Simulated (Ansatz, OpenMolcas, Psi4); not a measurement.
# A ladder of methods for C2HClF2 (SMILES FC(F)=CCl)

The species is C2HClF2 (6 atoms), meant as a singlet with charge 0. As SMILES, `FC(F)=CCl`. The coordinates come from a PBE0-D4/def2-TZVP relaxation.

```jsonl
{"atom": "F", "x (Å)": "0.9010", "y (Å)": "-0.8104", "z (Å)": "1.3420"}
{"atom": "C", "x (Å)": "0.2676", "y (Å)": "-0.5622", "z (Å)": "0.2204"}
{"atom": "F", "x (Å)": "0.1925", "y (Å)": "-1.6326", "z (Å)": "-0.5227"}
{"atom": "C", "x (Å)": "-0.2184", "y (Å)": "0.6268", "z (Å)": "-0.0866"}
{"atom": "Cl", "x (Å)": "-1.0390", "y (Å)": "0.9264", "z (Å)": "-1.5521"}
{"atom": "H", "x (Å)": "-0.1038", "y (Å)": "1.4520", "z (Å)": "0.5990"}
```

Each level gives the energy change with the C2–C4 bond stretched from 1.321 to 1.519 Å (eV). The values are calculated.

```csv
level,kind,program,value (eV),CPU time (all runs)
BLYP/6-31G* (spherical functions) (restricted),GGA,Psi4,0.60,35 s
revPBE/6-31G* (spherical functions) (restricted),GGA,OpenMolcas,0.59,36 s
PBE0/6-31G* (spherical functions) (restricted),global hybrid,OpenMolcas,0.84,35 s
CAM-B3LYP/6-31G* (spherical functions) (restricted),range-separated hybrid,Ansatz,0.89,12 s
wB97X-V/6-31G* (spherical functions) (restricted),range-separated hybrid,Psi4,0.86,5 min
PBE-QIDH/6-31G* (spherical functions) (restricted),double hybrid,Ansatz,0.91,17 s
RPA@PBE0/6-31G* (spherical functions) (restricted),RPA,Ansatz,0.77,18 s
BCCD(T)/6-31G* (spherical functions) (restricted),coupled cluster or CI,Ansatz,0.72,37 s
```

The first shape isn't each level's own minimum. The values span 0.59 to 0.91 eV. CPU times are rough (shared hosts, several kinds of processor and program).
